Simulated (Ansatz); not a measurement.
in.yaml

```yaml
crystal:
  periodic: [false, false, false]
  atoms:
    - {symbol: Ge, position_ang: [0.000000, -0.008843, 0.666646]}
    - {symbol: Al, position_ang: [0.000000, -0.026517, -1.782004]}
    - {symbol: H, position_ang: [0.000000, 1.347127, -0.341215]}
basis:
  gaussian: {orbitals: cc-pVDZ}
correlation: {method: fic_mrcisd_q, electrons: outside_noble_gas, active_space: {window: {electrons: 8, orbitals: 9}, shells: [{species: Al, l: s, shell: 3}, {species: Al, l: p, shell: 3}, {species: Ge, l: s, shell: 4}, {species: Ge, l: p, shell: 4}, {species: H, l: s, shell: 1}]}}
```

```sh
$ ansatz run in.yaml --threads 1 --pin off --events-out ev --progress --plain --max-ram 3956MiB --backend cpu
```

Output:

```
973 factors; integrals over basis functions are off by at most 1.9e-7 eV
mean field evaluation 1: about -63068.0978 eV, gradient 8.4e0 eV
mean field evaluation 2: about -63068.1016 eV, gradient 8.4e0 eV
mean field evaluation 4: about -63068.6603 eV, gradient 1.3e0 eV
mean field evaluation 8: about -63068.6914 eV, gradient 3.0e-3 eV
mean field evaluation 16: about -63069.0813 eV, gradient 2.1e-1 eV
mean field evaluation 32: about -63068.6940 eV, gradient 2.3e-2 eV
mean field -63069.08611381 eV, -2317.7461649205 hartree, gradient 2.2e-6 eV, S^2 0.000000; 6 other end points of the search recorded, 0 dependent functions left out; unrestricted orbitals would lower it
reference -63069.08611381 eV, -2317.7461649205 hartree; 23, 23 occupied and 27, 27 virtual orbitals, 973 factors
state -63071.30120581 eV, -2317.8275680502 hartree
contracted CI cycle   1: correlation 0.00000000 eV, 0.0000000000 hartree, residual 9.73e0 eV
contracted CI cycle   2: correlation -2.23822823 eV, -0.0822533704 hartree, residual 2.15e0 eV
contracted CI cycle   3: correlation -2.33743527 eV, -0.0858991617 hartree, residual 4.76e-1 eV
contracted CI cycle   4: correlation -2.34229540 eV, -0.0860777682 hartree, residual 1.20e-1 eV
contracted CI cycle   5: correlation -2.34259645 eV, -0.0860888316 hartree, residual 3.19e-2 eV
contracted CI cycle   6: correlation -2.34261763 eV, -0.0860896101 hartree, residual 7.96e-3 eV
contracted CI cycle   7: correlation -2.34261897 eV, -0.0860896594 hartree, residual 2.09e-3 eV
contracted CI cycle   8: correlation -2.34261907 eV, -0.0860896630 hartree, residual 5.74e-4 eV
state -63071.30120581 eV, -2317.8275680502 hartree; corrected -63073.80487306 eV, -2317.9195761246 hartree
Total energy: -63073.80487306 eV, -2317.9195761246 hartree
Checks for a lower state left out: starts, orbital_swaps
```

Ran on 1 thread of AMD EPYC 7R13, shared host: 8 s wall, 0.38 GiB peak host memory.
